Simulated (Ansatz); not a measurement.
Results of the Gaussian-basis code of Ansatz.

Basis-set series for borazine (`B1NBNBN1`). Total charge 0; spin multiplicity 1. All single points use the PBE0-D4/def2-TZVP geometry.

| functional | basis | functions | energy (Eh) | HOMO (eV) | LUMO (eV) |
| --- | --- | --- | --- | --- | --- |
| PBE0-D4 | def2-SVP | 114 | -242.20316 | -8.04 | 0.59 |
| PBE0-D4 | def2-QZVPP | 522 | -242.48098 | -8.18 | 0.28 |
| ωB97M-V | def2-SVP | 114 | -242.39210 | -10.33 | 2.64 |
| ωB97M-V | def2-QZVPP | 522 | -242.67868 | -10.48 | 1.55 |

Problem. Give the rows for def2-TZVPP. (Estimate.)

Solution. The calculation gave: 
| functional | basis | functions | energy (Eh) | HOMO (eV) | LUMO (eV) |
| --- | --- | --- | --- | --- | --- |
| PBE0-D4 | def2-TZVPP | 270 | -242.46654 | -8.15 | 0.35 |
| ωB97M-V | def2-TZVPP | 270 | -242.66551 | -10.46 | 1.98 |

Positive LUMOs are unbound and depend on the basis.
